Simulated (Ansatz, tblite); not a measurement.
# The cluster VO₂+: one state, many levels

How do method and basis change the picture of the cluster VO₂+ (singlet)?

Program: Ansatz 0.2.0, Gaussian basis. Level of theory: as each input shows. These are calculated values, not measurements.

Plan: GFN1-xTB, GFN2-xTB, PBE-D4/def2-TZVP, r2SCAN-D4/def2-TZVP, B3LYP-D4/def2-TZVP, PBE-QIDH/def2-TZVP, ωB97X-V/def2-TZVP, r2SCAN0-D4/def2-TZVP, BLYP-D4/def2-TZVP, PBE+5HF/def2-TZVP, PBE+10HF/def2-TZVP, PBE+15HF/def2-TZVP, PBE+35HF/def2-TZVP, PBE+50HF/def2-TZVP, PBE-D4/def2-SVP, PBE0-D4/def2-SVP, HF/6-31G, B3LYP-D4/6-31G, CCSD(T)/def2-TZVPP, MP2/def2-TZVP.

1 further run of the same task is left out (it didn't finish). Runs told in other sessions of the task aren't counted.

### Step 1. The geometry

The geometry is that of the singlet, from an earlier relaxation (PBE-D4/def2-TZVP). At that level it is the lowest of the isomers that a small search found.

3 atoms, charge 1, spin multiplicity 1.

Bond lengths: V1–O2 1.731 Å, V1–O3 1.731 Å, O2–O3 1.431 Å. Angles: O2–V1–O3 48.8°, V1–O2–O3 65.6°, V1–O3–O2 65.6°.

No spin-orbit coupling is included. The ion is computed in the gas phase, without counter-ions or solvent.

PBE0-D4/def2-TZVP was run before; its log isn't repeated, and its numbers join the tables.

### Step 2. GFN1-xTB

Tight binding, by tblite at 300 K electronic temperature and without a spin-polarisation term:

```python
tblite.interface.Calculator('GFN1-xTB', numbers, positions, charge=1, uhf=0).singlepoint()
```

Energy -275.3872 eV, HOMO -22.50 eV, LUMO -21.23 eV; 0.002 s.

### Step 3. GFN2-xTB

Tight binding, by tblite at 300 K electronic temperature and without a spin-polarisation term:

```python
tblite.interface.Calculator('GFN2-xTB', numbers, positions, charge=1, uhf=0).singlepoint()
```

Energy -254.6388 eV, HOMO -20.17 eV, LUMO -19.87 eV; 0.002 s.

### Step 4. PBE-D4/def2-TZVP

start.molden holds the orbitals of an earlier run on this state, given as this run's starting guess.

The input, in.yaml:

```yaml
crystal:
  periodic: [false, false, false]
  atoms:
    - {symbol: V, position_ang: [-0.293205, -0.794291, 0.622086]}
    - {symbol: O, position_ang: [-0.389684, 0.243870, -0.759526]}
    - {symbol: O, position_ang: [0.682889, 0.550430, 0.137440]}
basis:
  gaussian: {orbitals: def2-TZVP, initial_orbitals: start.molden}
total_charge: 1
hamiltonian: {xc: pbe, dispersion: d4}
scf: {omitted_lower_state_checks: [starts]}
output: {orbitals: {seedname: orbitals}}
```

Launch:

```bash
$ ansatz run in.yaml --threads 4 --pin off --events-out ev --progress --plain --max-ram 3916MiB
```

Further steps of the session: r2SCAN-D4/def2-TZVP; B3LYP-D4/def2-TZVP; PBE-QIDH/def2-TZVP; ωB97X-V/def2-TZVP; r2SCAN0-D4/def2-TZVP; BLYP-D4/def2-TZVP; PBE+5HF/def2-TZVP; PBE+10HF/def2-TZVP; PBE+15HF/def2-TZVP; PBE+35HF/def2-TZVP; PBE+50HF/def2-TZVP; PBE-D4/def2-SVP; PBE0-D4/def2-SVP; HF/6-31G; B3LYP-D4/6-31G; CCSD(T)/def2-TZVPP; MP2/def2-TZVP.

**Question.** What will the summary of the whole plan be? Wanted: gap in def2-TZVP, named functionals, smallest and largest; gap over the share of exact exchange; correlation energy, CCSD(T)/def2-TZVPP; correlation energy, MP2/def2-TZVP; PBE0 total energy, smallest basis above largest.

The runs gave:

| quantity | value |
| --- | --- |
| gap in def2-TZVP, named functionals, smallest and largest | 0.27 eV (r2SCAN-D4), 8.61 eV (ωB97X-V) |
| gap over the share of exact exchange | 0.38 eV at 0.05, 7.23 eV at 0.5 |
| correlation energy, CCSD(T)/def2-TZVPP | -26.61 eV |
| correlation energy, MP2/def2-TZVP | -23.50 eV |
| PBE0 total energy, smallest basis above largest | 8.58 eV (def2-SVP, def2-TZVP) |

What this shows: Over the named functionals in def2-TZVP the gap runs from 0.27 eV (r2SCAN-D4) to 8.61 eV (ωB97X-V); exact exchange widens it. Raising the share of exact exchange from 0.05 to 0.5 moves the HOMO by -4.32 eV and the LUMO by +2.52 eV. PBE-D4, BLYP-D4 leave an empty level below a filled one, so this occupation isn't an aufbau state there; left out of the range. Notes on CCSD(T)/def2-TZVPP and its Hartree-Fock reference, which MP2 shares: large T1 diagnostic, restricted state is unstable towards broken spin symmetry.
